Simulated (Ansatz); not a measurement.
# Two structures, one formula

The two ends of one reaction step of BH5SO, singlet (PBE0-D4/def2-TZVP).

A:

```
8
angstrom
B -0.0907 -0.4055 -0.5292
S 1.5904 0.4107 -0.4859
H 0.0071 -1.5937 -0.3726
H -0.8520 -0.0120 -1.3620
H -0.0548 0.5515 1.3675
O -0.8095 0.1115 0.9394
H 1.2585 1.5914 -1.0327
H -1.0487 -0.6541 1.4755
```

B:

| atom | x (Å) | y (Å) | z (Å) |
| --- | --- | --- | --- |
| B1 | -0.8242 | -0.6095 | -0.3086 |
| S2 | 1.8280 | 0.7936 | 0.2159 |
| H3 | -0.2264 | -1.5962 | -0.6420 |
| H4 | -1.0459 | 0.2886 | -1.0695 |
| H5 | 1.0160 | 1.8220 | 0.5033 |
| O6 | -1.3926 | -0.5203 | 0.9175 |
| H7 | 1.8518 | 1.1029 | -1.0893 |
| H8 | -1.2067 | -1.2811 | 1.4727 |

Program: Ansatz 0.2.0. Basis: def2-TZVPP. Cores are frozen in the correlated methods. B3LYP uses VWN-RPA correlation.

Q: Which structure is lower at CCSD(T), and by how much? (Judge from chemistry; the value comes from the calculation.)

A: Computed: B, by 0.292 eV (electronic energy, against the other). By their contacts, A is BH₅SO ([OH2][BH2][SH]) and B is a complex of BH₃O ([BH2][OH]) + H₂S.

Q: Do the other methods give the same order? (Judge from chemistry; the calculation decides.)

A: The calculation gives: Not all: SPW92 gives the other order.

```tsv
method	E(B) − E(A) (eV)
SPW92	0.090
PBE-D4	-0.152
BLYP-D4	-0.380
r2SCAN-D4	-0.209
B97M-V	-0.282
PBE0-D4	-0.156
B3LYP-D4	-0.364
r2SCAN0-D4	-0.200
BHLYP-D4	-0.386
CAM-B3LYP-D4	-0.340
wB97X-V	-0.268
wB97M-V	-0.266
B2PLYP	-0.344
PBE-QIDH	-0.172
RPA on PBE	-0.367
HF	-0.651
MP2	-0.227
CCSD	-0.344
CCSD(T)	-0.292
```

No T1 diagnostic of these runs exceeds 0.013.

Labels in which every atom is bracketed show which atoms are joined, not bond orders.

For scale, one of the runs: CCSD(T)/def2-TZVPP, 174 basis functions, launched by `ansatz run in.yaml --threads 2 --pin off --events-out ev --progress --plain --max-ram 4352MiB`. Time: 30 s of wall clock on 2 CPU threads of an Intel Xeon Platinum 8488C; the host was shared. Peak host memory: 1.6 GiB.
